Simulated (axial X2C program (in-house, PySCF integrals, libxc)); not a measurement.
# SiH⁺: properties at the nuclei

Computed with an axial X2C code built on PySCF integrals: two-component X2C with atomic mean-field Coulomb and Gaunt terms, Gaussian nuclei, basis Si dyall-v3z, H dyall-v3z with contracted cores.

R = 1.523 Å (near the PBE0 minimum at charge 1 of the determinant lowest at the starting distance; the state shown can have its own minimum elsewhere).

Determinant lowest in the PBE0 search, Ω = 0 (closed shell), highest spinor 53% Si p, 23% H s, 20% Si s:

| level | qzz Si (a.u.) | qzz H (a.u.) |
| --- | --- | --- |
| PBE0 | -3.07 | 0.11 |
| HF | -3.01 | 0.11 |
| LDA | -3.17 | 0.11 |
| B3LYP | -3.11 | 0.11 |
| BP86 | -3.09 | 0.11 |

qzz is the electric field gradient, eQq0 = 234.96 MHz × Q/barn × qzz. The operators were transformed with the bare-nucleus X2C matrices; with these basis sets, hyperfine constants and field gradients can be off by tens of per cent, and where levels differ in sign neither size nor sign is settled.

Each state is one determinant with collinear spin. The search compared states at one distance, so a state with another bond length can lie lower. Further determinants of the search, some of them spin-mixed, are not shown.
